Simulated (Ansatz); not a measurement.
Two Ansatz runs on Sn

The structure comes from a relaxation in the same program, started in the diamond type. Whether it is a known phase or the ground state wasn't checked. The listed cell was then made from it by scaling, straining or moving an atom.

First run: DFT, PBE, all-electron PAW with datasets made for the crystal, scalar-relativistic (Ansatz 0.2.0).

Command: `ansatz run input.yaml --threads 1 --pin off --max-ram 2048MiB --backend cpu --events-out ev --progress --plain --runs-dir out` The run took 5.2 s on 1 thread of Arm Neoverse V1, on a shared host, peak memory 0.35 GiB.

```yaml
crystal:
  lattice:
    - [0.0, 3.2604978867, 3.2604978867]
    - [3.2604978867, 0.0, 3.2604978867]
    - [3.2604978867, 3.2604978867, 0.0]
  atoms:
    - { symbol: Sn, position: [0.0, 0.0, 0.0] }
    - { symbol: Sn, position: [0.25, 0.25, 0.25] }
kpoints:
  mp_grid: { grid: [9, 9, 9] }
scf:
  occupations: { method: fermi_dirac, width: 0.05 }
hamiltonian:
  xc: pbe
  pseudopotentials: { kind: all_electron, datasets: crystal }
output:
  forces: true
  stress: true
  eigenvalues: true
  efg: { contact_densities: true }
```

Result: converged; pressure 2.54 GPa; no gap on the k mesh; 8 SCF iterations.

No spin–orbit coupling, which matters for the heavy atoms here.

A second input differs as follows:

```diff
@@ -8,7 +8,8 @@
     - { symbol: Sn, position: [0.25, 0.25, 0.25] }
 kpoints:
-  mp_grid: { grid: [9, 9, 9] }
+  mp_grid: { grid: [1, 1, 1] }
 scf:
   occupations: { method: fermi_dirac, width: 0.05 }
+  max_iter: 100
 hamiltonian:
   xc: pbe
```

Question: What is wrong with it, and what does the program do?

Answer: The fault is one k-point for a small cell. The run converged; energy at zero smearing +7608.5 meV/atom from the first run; pressure 59.4 GPa; no gap on the k mesh; 7 SCF iterations. Such numbers aren't properties of the crystal. The log ends:
```
--- Stress (GPa, compression-positive) ---
       59.418684       0.000000       0.000000
       -0.000000      59.418684       0.000000
        0.000000       0.000000      59.418684
  P = ⅓ Tr σ = 59.4187 GPa (594.187 kbar)
--- PAW observables at the nuclei: V_zz in 10²¹ V/m², potentials from the cell's mean, atoms counted from 1 ---
  atom   1  Sn V_zz =    +0.000000   η = 0.0000   by run symmetry: forbidden
            electrostatic potential = -8172.988882 V   contact ρ = 1236429.488932 e/Å³
  atom   2  Sn V_zz =    -0.000000   η = 0.0000   by run symmetry: forbidden
            electrostatic potential = -8172.988882 V   contact ρ = 1236429.488932 e/Å³
--- Band table (eV) ---
  k-point 0: bands = ["-9.9719", "-9.9719", "-9.9719", "-9.9361", "-9.9361", "-9.6038", "-9.6038", "-9.6027", "-9.6027", "-9.6027", "0.1990", "10.1456", "10.8310", "10.8310", "10.8310", "12.6902", "12.6902"]
```
